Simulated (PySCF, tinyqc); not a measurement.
Ways to converge the cycle: SCF convergence aids in the sto-6g basis, for LiH, spin multiplicity 1. Computed by the program tinyqc with PySCF. RHF with one setting changed at a time; a run stops when the energy changes by less than 1e-09 hartree and the error matrix is below 1e-5. The start is the Wolfsberg-Helmholz matrix. Damping d keeps d of the old density; a shift (hartree) raises the virtual levels; DIIS n extrapolates F over n matrices.

Geometry (angstrom):
```
atom       x       y       z
Li    0.0000  0.0000  0.0000
H     0.0000  0.0000  2.3990
```

lowest restricted solution found by these runs and by PySCF = -7.872626 hartree

Largest element of the error matrix X^T (FDS - SDF) X:
```
iteration    plain  damping 0.3  damping 0.6  shift 0.4   DIIS 3   DIIS 8
1          5.2e-02      5.2e-02      5.2e-02    5.2e-02  5.2e-02  5.2e-02
2          2.5e-02      2.9e-02      3.4e-02    3.3e-02  2.5e-02  2.5e-02
3          1.6e-02      2.2e-02      2.9e-02    2.8e-02  1.3e-02  1.3e-02
4          9.9e-03      1.6e-02      2.5e-02    2.4e-02  4.9e-03  4.9e-03
5          5.8e-03      1.2e-02      2.1e-02    2.1e-02  8.0e-04  5.5e-04
6          3.3e-03      8.7e-03      1.8e-02    1.8e-02  1.4e-04  2.0e-04
8          1.1e-03      4.3e-03      1.3e-02    1.3e-02  2.5e-06  9.8e-08
10         3.3e-04      2.1e-03      9.2e-03    8.8e-03        -        -
14         3.1e-05      4.9e-04      4.5e-03    4.0e-03        -        -
20               -      5.2e-05      1.4e-03    1.2e-03        -        -
30               -            -      2.1e-04    1.4e-04        -        -
45               -            -      1.1e-05          -        -        -
```

How each run ends:
```
run          iterations  E (hartree)         state
plain                17    -7.872626  lowest found
damping 0.3          25    -7.872626  lowest found
damping 0.6          46    -7.872626  lowest found
shift 0.4            43    -7.872626  lowest found
DIIS 3                8    -7.872626  lowest found
DIIS 8                9    -7.872626  lowest found
```

What does the comparison show, and why?

6 of 6 runs reach the lowest restricted solution found, in 8 to 46 iterations (fastest: DIIS 3). Plain steps already contract here, so damping only slows them. DIIS 3 and DIIS 8 gain by cancelling the error over several earlier matrices, much as a quasi-Newton step does. The restricted reference is unstable here: a spin-polarised solution lies 0.0183 hartree lower (PySCF), so results built on it describe a poor reference.
